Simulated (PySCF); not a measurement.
## Do core-level shifts follow atomic charges?

Species: C5H9F.
Z-matrix (Å and degrees, PBE0-D3(BJ)/def2-SVP geometry), rows numbered from 1:
```
C 
C   1  1.4912
C   2  1.3342  1  125.13
F   3  1.3475  2  119.72  1    -0.56
C   3  1.4896  2  128.08  1  -179.90
C   5  1.5255  3  113.09  2   119.82
H   1  1.0982  2  111.20  3     2.27
H   1  1.1029  2  111.25  3  -118.30
H   1  1.1025  2  111.22  3   122.95
H   2  1.0937  1  118.59  3   179.73
H   5  1.1001  3  108.37  2    -3.50
H   5  1.1048  3  108.20  2  -118.87
H   6  1.0997  5  110.75  3    57.28
H   6  1.0999  5  111.00  3   177.24
H   6  1.1007  5  110.98  3   -62.44
```

Binding energies: PySCF 2.14.0, delta-SCF UKS SCAN, pcX-2 on the ionised atom, pcseg-1 elsewhere, spin-free X2C. Charges: PBE0/pcSseg-1 ground-state density, for the ionised atom.

```json
{"atom": "C2", "environment": "alkene CH carbon", "C 1s (eV)": "290.16", "Mulliken (e)": "-0.333", "IAO (e)": "-0.212", "Hirshfeld (e)": "-0.079", "ESP (e)": "-0.194"}
{"atom": "C6", "environment": "methyl carbon", "C 1s (eV)": "290.67", "Mulliken (e)": "-0.294", "IAO (e)": "-0.410", "Hirshfeld (e)": "-0.116", "ESP (e)": "-0.103"}
{"atom": "C1", "environment": "allylic carbon", "C 1s (eV)": "290.76", "Mulliken (e)": "-0.228", "IAO (e)": "-0.417", "Hirshfeld (e)": "-0.119", "ESP (e)": "-0.200"}
{"atom": "C5", "environment": "allylic carbon", "C 1s (eV)": "291.04", "Mulliken (e)": "-0.238", "IAO (e)": "-0.270", "Hirshfeld (e)": "-0.073", "ESP (e)": "-0.058"}
{"atom": "C3", "environment": "vinylic C–F carbon", "C 1s (eV)": "292.31", "Mulliken (e)": "+0.256", "IAO (e)": "+0.278", "Hirshfeld (e)": "+0.083", "ESP (e)": "+0.041"}
```

**Question.** Give the correlation coefficient and slope of binding energy on charge for each scheme.

**Answer.** Mulliken: r = 0.96, slope 3.2 eV per e; ESP: r = 0.90, slope 7.2 eV per e; Hirshfeld: r = 0.88, slope 8.5 eV per e; IAO: r = 0.82, slope 2.3 eV per e. Mulliken charges have the highest r, on only 5 points.

**Question.** The point-charge model writes a binding energy as kq + V + constant, with V the potential of the other atoms' charges at the site. What does it give with the ESP charges?

**Answer.** V = Σ 14.40 eV Å × q/r over all other atoms: +1.53 eV at C2, +1.37 eV at C6, +2.15 eV at C1, +0.78 eV at C5, -2.05 eV at C3. Fitting binding energy − V to q gives k = 22.2 eV per e and leaves an rms residual of 0.79 eV, against 0.32 eV for the fit on q alone. The model has no term for differences in relaxation between sites.

One conformer (not necessarily the lowest) at the PBE0-D3(BJ)/def2-SVP geometry, without solvent, vibrations or thermal averaging.
